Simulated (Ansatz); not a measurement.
# AlS+ (triplet): wave-function methods side by side, def2-TZVPP

One table from this session's results is given with a row withheld; the runs are named, their logs left out.

Program: Ansatz 0.2.0, Gaussian basis. Level of theory: def2-TZVPP, core rule «outside noble gas», up to 10 orbitals frozen. These are calculated values, not measurements.

The runs, in order: UHF; ROHF; CCSD(T) on UHF.

2 further runs of the same task are left out: 2 set aside as unsound or not needed.

## The geometry

The geometry is a PBE0/def2-TZVP stationary point (not a proven minimum) of the parent state, kept for this charge and spin.

2 atoms, charge 1, spin multiplicity 3.

Atoms are counted from 1 here; the program's logs count them from 0.

Bond lengths: Al1–S2 2.032 Å.

The first run:

in.yaml

```yaml
crystal:
  periodic: [false, false, false]
  atoms:
    - {symbol: Al, position_ang: [0.000000, 0.000000, 0.000000]}
    - {symbol: S, position_ang: [0.000000, 0.000000, 2.031600]}
basis:
  gaussian: {orbitals: def2-TZVPP}
total_charge: 1
magnetization: {spin_polarized: true, initial_magnetization: 2}
hamiltonian: {xc: hf}
output: {orbitals: {seedname: orbitals}}
```

The run is started by

```bash
ansatz run in.yaml --threads 1 --pin off --events-out ev --progress --plain --max-ram 4096MiB --backend cpu
```

Among the steps run: UHF; ROHF; CCSD(T) on UHF.

One table of the session follows, with a row left open; its other results are not shown here.

It belongs to the step «Misses and costs». 

```
  method  from UCCSD(T) (kJ/mol)
    ROHF                  +537.0
     UHF                       ?
    UMP2                   +90.3
   UCCSD                   +24.2
UCCSD(T)                       0
```

**Question.** Estimate the row for UHF.

As computed: from UCCSD(T) (kJ/mol): +521.5. In the column «from UCCSD(T) (kJ/mol)» it lies between UMP2 (+90.3) and ROHF (+537.0).
